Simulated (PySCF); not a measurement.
## Indirect couplings

Molfile (atoms numbered from 1):
```
C5H7F
     RDKit          3D

 13 12  0  0  0  0  0  0  0  0999 V2000
    2.2143   -0.1814   -1.1460 C   0  0  0  0  0  0  0  0  0  0  0  0
    0.9771   -0.2954   -0.6729 C   0  0  0  0  0  0  0  0  0  0  0  0
    0.4189    0.6211    0.2916 C   0  0  0  0  0  0  0  0  0  0  0  0
   -0.8101    0.5643    0.8036 C   0  0  0  0  0  0  0  0  0  0  0  0
   -1.9187   -0.3960    0.5595 C   0  0  0  0  0  0  0  0  0  0  0  0
   -1.1601    1.5208    1.7047 F   0  0  0  0  0  0  0  0  0  0  0  0
    2.8699    0.6119   -0.8273 H   0  0  0  0  0  0  0  0  0  0  0  0
    2.6148   -0.8739   -1.8655 H   0  0  0  0  0  0  0  0  0  0  0  0
    0.3460   -1.1037   -1.0150 H   0  0  0  0  0  0  0  0  0  0  0  0
    1.0654    1.4226    0.6229 H   0  0  0  0  0  0  0  0  0  0  0  0
   -1.6323   -1.1515   -0.1629 H   0  0  0  0  0  0  0  0  0  0  0  0
   -2.1957   -0.8795    1.4966 H   0  0  0  0  0  0  0  0  0  0  0  0
   -2.7937    0.1411    0.1927 H   0  0  0  0  0  0  0  0  0  0  0  0
  1  2  2  0
  2  3  1  0
  3  4  2  0
  4  5  1  0
  4  6  1  0
  1  7  1  0
  1  8  1  0
  2  9  1  0
  3 10  1  0
  5 11  1  0
  5 12  1  0
  5 13  1  0
M  END
```

Couplings: B3LYP/pcJ-1 (spin–dipole term only in couplings to heteroatoms) in PySCF, geometry GFN2-xTB; gas phase, one conformer, non-relativistic. Couplings are averaged over pairs made equivalent by symmetry, fast rotation or ring inversion, so a value needn't be that of the named pair in this geometry, while other rotamers aren't included; one pair stands for each set, and the list holds a selection of those of at least 1.5 Hz over up to four bonds. One-bond C–F couplings come out tens of Hz too large with common functionals.

Isotopes: 13C, 19F, 1H.

| pair | bonds | J (Hz) |
| --- | --- | --- |
| C1, C2 | 1 | 78.8 |
| C1, H7 | 1 | 162.8 |
| C1, H8 | 1 | 166.1 |
| C2, C3 | 1 | 61.8 |
| C2, H9 | 1 | 156.8 |
| C3, C4 | 1 | ? |
| C3, H10 | 1 | 159.9 |
| C4, C5 | 1 | ? |
| C4, F6 | 1 | -324.2 |
| C5, H11 | 1 | ? |
| C2, H7 | 2 | -1.8 |
| C3, C5 | 2 | 6.1 |
| C3, F6 | 2 | 27.0 |
| C3, H9 | 2 | 4.2 |
| C4, H11 | 2 | -7.2 |
| C5, F6 | 2 | ? |
| H11, H12 | 2 | -16.1 |
| C1, C4 | 3 | 9.3 |
| C2, C5 | 3 | 2.5 |
| C2, F6 | 3 | 6.2 |
| C3, H7 | 3 | ? |
| C3, H8 | 3 | ? |
| C3, H11 | 3 | ? |
| C4, H9 | 3 | 3.4 |
| F6, H10 | 3 | 20.4 |
| H9, H10 | 3 | ? |

Q: Estimate the withheld couplings, with signs.

A: 
- 1J(C3,C4) = 95.7 Hz (bond length 1.333 Å)
- 1J(C4,C5) = 54.3 Hz (bond length 1.487 Å)
- 1J(C5,H11) = 135.1 Hz (bond length 1.084 Å, sp3 carbon)
- 2J(C5,F6) = 26.1 Hz (angle at C4 112°)
- 3J(C3,H7) = 10.0 Hz (dihedral angle 0°)
- 3J(C3,H8) = 14.4 Hz (dihedral angle 180°)
- 3J(C3,H11) = 3.6 Hz (mean over equivalent pairs that range from 0.5 to 5.2 Hz in this conformer)
- 3J(H9,H10) = 11.7 Hz (dihedral angle 180°)
